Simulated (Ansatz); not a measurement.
# CH4Si: the cost of one run

Method: cc-pVTZ, core rule «outside noble gas», up to 6 orbitals frozen; program: Ansatz 0.2.0, Gaussian basis.

Plan: UHF; CCSD(T) on RHF; CCSD(T) on UHF; BCCD(T) on RHF; CCSDT(Q) on RHF.

## Step 1: The geometry

The geometry derives from a PBE0/def2-TZVP stationary point (not a proven minimum). One bond is set to the value named and the two fragments are kept rigid.

6 atoms, charge 0, spin multiplicity 1.

Atoms are counted from 1 here; the program's logs count them from 0.

Bond lengths: Si1–C2 1.868 Å, Si1–H3 1.493 Å, Si1–H4 1.491 Å, Si1–H5 1.491 Å, C2–H6 1.105 Å. Angles: C2–Si1–H3 123.0°, C2–Si1–H4 102.9°, C2–Si1–H5 102.9°, H3–Si1–H4 109.1°, H3–Si1–H5 109.1°, H4–Si1–H5 109.2°, Si1–C2–H6 114.3°.

## Step 2: UHF

in.yaml reads:

```yaml
crystal:
  periodic: [false, false, false]
  atoms:
    - {symbol: Si, position_ang: [0.000000, 0.030650, 0.526970]}
    - {symbol: C, position_ang: [0.000000, -0.131335, -1.333717]}
    - {symbol: H, position_ang: [0.000000, 1.348427, 1.227799]}
    - {symbol: H, position_ang: [1.215343, -0.735078, 0.927610]}
    - {symbol: H, position_ang: [-1.215343, -0.735078, 0.927610]}
    - {symbol: H, position_ang: [0.000000, 0.832681, -1.873946]}
basis:
  gaussian: {orbitals: cc-pVTZ}
magnetization: {spin_polarized: true, initial_magnetization: 0}
hamiltonian: {xc: hf}
output: {orbitals: {seedname: orbitals}}
```

Command:

```bash
$ ansatz run in.yaml --threads 1 --pin off --events-out ev --progress --plain --max-ram 4096MiB --backend cpu
```

Q: Estimate wall time and peak memory on 1 thread of AMD EPYC 7R13, shared host.

About 6 s, with a peak of 0.25 GiB.
